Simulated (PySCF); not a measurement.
# LiO (SMILES [Li][O]) at UHF/def2-TZVP (preoptimised minimum)

Aim: an optimisation with harmonic vibrations of LiO. 

The results are computed with PySCF 2.14.0.

5 further runs of the same task are left out: 5 set aside as unsound or not needed.

### Step 1. The system as given

LiO has 2 atoms, charge 0, and is taken as a doublet. As SMILES, `[Li][O]`. The shape comes from GFN2-xTB symmetrised, which is rough for such elements, and wasn't checked as a minimum. The run starts from this shape.

Bond lengths: Li1–O2 1.566 Å.

### Step 2. An optimisation with harmonic vibrations at UHF/def2-TZVP (preoptimised minimum)

Input file job.py:

```python
import numpy
from pyscf import gto, symm
from pyscf.hessian import thermo
from pyscf.geomopt.geometric_solver import kernel as optimise

molecule = gto.Mole()
molecule.atom = '''
Li     0.000000     0.000000    -1.479467
O      0.000000     0.000000     1.479467
'''
molecule.unit = 'bohr'
molecule.basis = 'def2-tzvp'
molecule.verbose = 3
molecule.spin = 1
molecule.max_memory = 1860
molecule.build()

myscf = molecule.UHF()
myscf.conv_tol = 1e-10
converged, mol_eq = optimise(myscf, maxsteps=60, convergence_set='GAU_TIGHT')
print('converged:', converged)
print(mol_eq.tostring())

myscf.reset(mol_eq)
molecule = mol_eq
myscf.kernel()
if not myscf.converged:
    myscf = myscf.newton().run(myscf.mo_coeff, myscf.mo_occ)
e_tot = myscf.e_tot
print(f'total energy: {e_tot:.8f} hartree')
hess = myscf.Hessian().kernel()
modes = thermo.harmonic_analysis(molecule, hess)
print('frequencies (1/cm)', numpy.round(modes['freq_wavenumber'], 1))
symm.geom.TOLERANCE = 1e-3  # for the symmetry number
th = thermo.thermo(myscf, modes['freq_au'], 298.15, 101325)
thermo.dump_thermo(molecule, th)
```

Launch:

```
$ OMP_NUM_THREADS=1 python job.py
```

What it wrote:

```text
convergence_set           GAU_TIGHT
maxiter                   60
----------------------------------------------------------
Custom engine selected.
Bonds will be generated from interatomic distances less than 1.20 times sum of covalent radii
6 internal coordinates being used (instead of 6 Cartesians)
Internal coordinate system (atoms numbered from 1):
Distance 1-2
Translation-X 1-2
Translation-Y 1-2
Translation-Z 1-2
Rotation-A 1-2
Rotation-B 1-2
Rotation-C 1-2
> ===== Optimization Info: ====
> Job type: Energy minimization
> Maximum number of optimization cycles: 60
> Initial / maximum trust radius (Angstrom): 0.100 / 0.300
> Convergence Criteria:
> Will converge when all 5 criteria are reached:
>  |Delta-E| < 1.00e-06
>  RMS-Grad  < 1.00e-05
>  Max-Grad  < 1.50e-05
>  RMS-Disp  < 4.00e-05
>  Max-Disp  < 6.00e-05
> === End Optimization Info ===

Geometry optimization cycle 1
Cartesian coordinates (Angstrom)
 Atom        New coordinates             dX        dY        dZ
  Li   0.000000   0.000000  -0.782900    0.000000  0.000000  0.000000
   O   0.000000   0.000000   0.782900    0.000000  0.000000  0.000000

converged SCF energy = -82.3075226618425  <S^2> = 0.7572957  2S+1 = 2.0072824
--------------- UHF_Scanner gradients ---------------
         x                y                z
0 Li     0.0000000000     0.0000000000     0.0364003695
1 O    -0.0000000000    -0.0000000000    -0.0364003695
----------------------------------------------
cycle 1: E = -82.3075226618  dE = -82.3075  norm(grad) = 0.0514779
Step    0 : Gradient = 3.640e-02/3.640e-02 (rms/max) Energy = -82.3075226618
Hessian Eigenvalues: 5.00000e-02 5.00000e-02 5.00000e-02 ... 5.00000e-02 5.00000e-02 2.63503e-01

Geometry optimization cycle 2
Cartesian coordinates (Angstrom)
 Atom        New coordinates             dX        dY        dZ
  Li  -0.000000  -0.000000  -0.819451   -0.000000 -0.000000 -0.036550
   O   0.000000   0.000000   0.819451    0.000000  0.000000  0.036550
converged SCF energy = -82.3106294413199  <S^2> = 0.75772636  2S+1 = 2.0077115
--------------- UHF_Scanner gradients ---------------
         x                y                z
0 Li     0.0000000000     0.0000000000     0.0100566078
1 O    -0.0000000000    -0.0000000000    -0.0100566078
----------------------------------------------
cycle 2: E = -82.3106294413  dE = -0.00310678  norm(grad) = 0.0142222
Step    1 : Displace = 3.655e-02/3.655e-02 (rms/max) Trust = 1.000e-01 (=) Grad = 1.006e-02/1.006e-02 (rms/max) E (change) = -82.3106294413 (-3.107e-03) Quality = 1.236
Hessian Eigenvalues: 5.00000e-02 5.00000e-02 5.00000e-02 ... 5.00000e-02 5.00000e-02 1.90703e-01

Geometry optimization cycle 3
Cartesian coordinates (Angstrom)
 Atom        New coordinates             dX        dY        dZ
  Li  -0.000000  -0.000000  -0.833403    0.000000  0.000000 -0.013953
   O   0.000000   0.000000   0.833403   -0.000000 -0.000000  0.013953
converged SCF energy = -82.3109463168273  <S^2> = 0.75790097  2S+1 = 2.0078854
--------------- UHF_Scanner gradients ---------------
         x                y                z
0 Li    -0.0000000000     0.0000000000     0.0021339280
1 O     0.0000000000    -0.0000000000    -0.0021339280
----------------------------------------------
cycle 3: E = -82.3109463168  dE = -0.000316876  norm(grad) = 0.00301783
Step    2 : Displace = 1.395e-02/1.395e-02 (rms/max) Trust = 1.414e-01 (+) Grad = 2.134e-03/2.134e-03 (rms/max) E (change) = -82.3109463168 (-3.169e-04) Quality = 1.195
Hessian Eigenvalues: 5.00000e-02 5.00000e-02 5.00000e-02 ... 5.00000e-02 5.00000e-02 1.50238e-01

Geometry optimization cycle 4
Cartesian coordinates (Angstrom)
 Atom        New coordinates             dX        dY        dZ
  Li  -0.000000  -0.000000  -0.837162    0.000000 -0.000000 -0.003758
   O   0.000000   0.000000   0.837162   -0.000000  0.000000  0.003758
converged SCF energy = -82.3109626092203  <S^2> = 0.75794891  2S+1 = 2.0079332
--------------- UHF_Scanner gradients ---------------
         x                y                z
0 Li     0.0000000000     0.0000000000     0.0001717732
1 O    -0.0000000000    -0.0000000000    -0.0001717732
----------------------------------------------
cycle 4: E = -82.3109626092  dE = -1.62924e-05  norm(grad) = 0.000242924
Step    3 : Displace = 3.758e-03/3.758e-03 (rms/max) Trust = 2.000e-01 (+) Grad = 1.718e-04/1.718e-04 (rms/max) E (change) = -82.3109626092 (-1.629e-05) Quality = 1.075
Hessian Eigenvalues: 5.00000e-02 5.00000e-02 5.00000e-02 ... 5.00000e-02 5.00000e-02 1.38144e-01

Geometry optimization cycle 5
Cartesian coordinates (Angstrom)
 Atom        New coordinates             dX        dY        dZ
  Li  -0.000000  -0.000000  -0.837491   -0.000000 -0.000000 -0.000329
   O   0.000000   0.000000   0.837491    0.000000  0.000000  0.000329
converged SCF energy = -82.31096271802  <S^2> = 0.75795359  2S+1 = 2.0079378
--------------- UHF_Scanner gradients ---------------
         x                y                z
0 Li    -0.0000000000    -0.0000000000     0.0000032530
1 O     0.0000000000     0.0000000000    -0.0000032530
----------------------------------------------
cycle 5: E = -82.310962718  dE = -1.088e-07  norm(grad) = 4.6005e-06
Step    4 : Displace = 3.290e-04/3.290e-04 (rms/max) Trust = 2.828e-01 (+) Grad = 3.253e-06/3.253e-06 (rms/max) E (change) = -82.3109627180 (-1.088e-07) Quality = 1.019
Hessian Eigenvalues: 5.00000e-02 5.00000e-02 5.00000e-02 ... 5.00000e-02 5.00000e-02 1.35528e-01

Geometry optimization cycle 6
Cartesian coordinates (Angstrom)
 Atom        New coordinates             dX        dY        dZ
  Li  -0.000000  -0.000000  -0.837497    0.000000  0.000000 -0.000006
   O   0.000000   0.000000   0.837497   -0.000000 -0.000000  0.000006
converged SCF energy = -82.3109627180617  <S^2> = 0.75795393  2S+1 = 2.0079382
--------------- UHF_Scanner gradients ---------------
         x                y                z
0 Li     0.0000000000     0.0000000000    -0.0000000186
1 O    -0.0000000000    -0.0000000000     0.0000000186
----------------------------------------------
cycle 6: E = -82.3109627181  dE = -4.17373e-11  norm(grad) = 2.63722e-08
Step    5 : Displace = 6.351e-06/6.351e-06 (rms/max) Trust = 3.000e-01 (+) Grad = 1.865e-08/1.865e-08 (rms/max) E (change) = -82.3109627181 (-4.174e-11) Quality = 1.069
Hessian Eigenvalues: 5.00000e-02 5.00000e-02 5.00000e-02 ... 5.00000e-02 5.00000e-02 1.35528e-01
Converged! =D

converged: True
Li         -0.00000000       -0.00000000       -0.83749688
O           0.00000000        0.00000000        0.83749688

converged SCF energy = -82.3109627180606  <S^2> = 0.75795392  2S+1 = 2.0079382
total energy: -82.31096272 hartree
frequencies (1/cm) [859.4]
temperature 298.1500 [K]
pressure 101325.00 [Pa]
Rotational constants [GHz] inf 37.21457 37.21457
Symmetry number 1
Zero-point energy (ZPE) 0.00196 [Eh]   5140.141 [J/mol]
                           tot       elec      trans        rot        vib
Entropy [J/mol/K]       205.132      5.763    147.818     50.865      0.686
Cv [J/mol/K]             23.120      0.000     12.472      8.314      2.334
Cp [J/mol/K]             31.435      0.000     20.786      8.314      2.334
Internal energy [J/mol]                      3718.434   2478.956   5305.299
Internal energy [Eh]   -82.30658  -82.31096
Enthalpy [J/mol]                             6197.391   2478.956   5305.299
Enthalpy [Eh]          -82.30564
Gibbs free energy [J/mol]                  -37874.430 -12686.326   5100.632
Gibbs free energy [Eh] -82.32893
```

Run time: 5.4 s. Hardware: 1 thread of Arm Neoverse V1, shared host; peak memory 0.14 GiB.

### Step 3. Results

Level: UHF/def2-TZVP (preoptimised minimum).

| quantity | value |
| --- | --- |
| total energy | -82.31096 Eh |
| dipole moment | 6.84 D |
| HOMO energy (highest over α and β) | -9.47 eV |
| LUMO energy (lowest over α and β) | 0.00 eV |
| ⟨S²⟩ | 0.758 |
| harmonic wavenumber | 859 cm⁻¹ |
| zero-point energy | 5.1 kJ/mol |
| ideal-gas entropy at 298.15 K (symmetry number 1 as used) | 49.0 cal/(mol K) |

In words: At the final geometry: Bond lengths: Li1–O2 1.675 Å. The one mode is real, so the shape is a minimum at this level.
